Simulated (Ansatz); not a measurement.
# CaB6-type LaB6: cohesive energy by level of theory

No measured value is used here.

```tsv
level (code)	value (eV/atom)	cell (Å³/atom)
LDA (Ansatz)	7.44	9.83
PBE (Ansatz)	6.52	10.25
PBEsol (Ansatz)	6.97	10.06
r²SCAN (Ansatz)	6.50	10.23
HSE06 (Ansatz)	6.48	10.13
```

Density-functional levels without +SOC have no spin–orbit coupling, which shifts binding energies of heavy elements. LDA, PBE, PBEsol, r²SCAN, HSE06: the free atom's electronic state is in doubt. Each level is taken at its own relaxed cell. Cutoffs and k meshes differ between the levels. Ansatz's density-functional and Hartree–Fock values are scalar-relativistic unless marked +SOC, with PAW data made under PBE.

Ansatz is a quantum-chemistry and plane-wave program.
